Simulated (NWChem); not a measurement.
System: disilane (Si₂H₆); SMILES [SiH3][SiH3]

All runs: NWChem. Pople sets run with spherical d functions. The geometry was optimised at PBE0/def2-SVP.

Q: Taking PBE0/6-311++G** as the yardstick, which of these has the fewest basis functions while keeping “highest occupied level (eV)” within 0.05 eV of it: PBE0/STO-3G; PBE0/6-31+G*; PBE0/6-311G**; PBE0/3-21G; PBE0/6-31G*?

A: PBE0/6-31+G*.
```tsv
level	basis functions	highest occupied level (eV)
PBE0/STO-3G	24	-6.18
PBE0/3-21G	38	-8.58
PBE0/6-31G*	48	-8.34
PBE0/6-31+G*	56	-8.41
PBE0/6-311G**	88	-8.41
PBE0/6-311++G**	102	-8.41
```

The yardstick is one finite set, not the basis-set limit.
